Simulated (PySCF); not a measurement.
Molecule: `C(C#C)F`, C3H3F.

Geometry:
| atom | x (Å) | y (Å) | z (Å) |
| --- | --- | --- | --- |
| C1 | 1.606 | -0.197 | -0.513 |
| C2 | 0.490 | -0.077 | -0.063 |
| C3 | -0.852 | 0.054 | 0.494 |
| F4 | -1.585 | 1.013 | -0.152 |
| H5 | 2.598 | -0.303 | -0.914 |
| H6 | -0.785 | 0.319 | 1.564 |
| H7 | -1.381 | -0.912 | 0.415 |

Geometry PBE0-D3(BJ)/def2-SVP throughout; GIAO in PySCF 2.14.0 with density-fitted response routines, gas phase, one conformer, non-relativistic; equivalent atoms averaged; functional PBE0.

For orientation, pcSseg-1 gives these shifts δ (against TMS, CFCl3 at the same level): C1 84.7, C2 81.6, C3 70.8, F4 -246.9, H5 2.58, H6/H7 4.99 ppm.

A run gave: C1 82.1, C2 81.0, C3 70.6, F4 -240.8, H5 2.38, H6/H7 4.92 ppm (shifts δ (against TMS, CFCl3 at the same level)).

Question: Which basis set was used in that run?
A. cc-pVTZ
B. cc-pVDZ
C. pcSseg-2
D. STO-3G

Answer: A. C2 tells them apart best: cc-pVTZ gives 81.0, pcSseg-2 gives 84.7, STO-3G gives 60.1, cc-pVDZ gives 76.5 ppm.
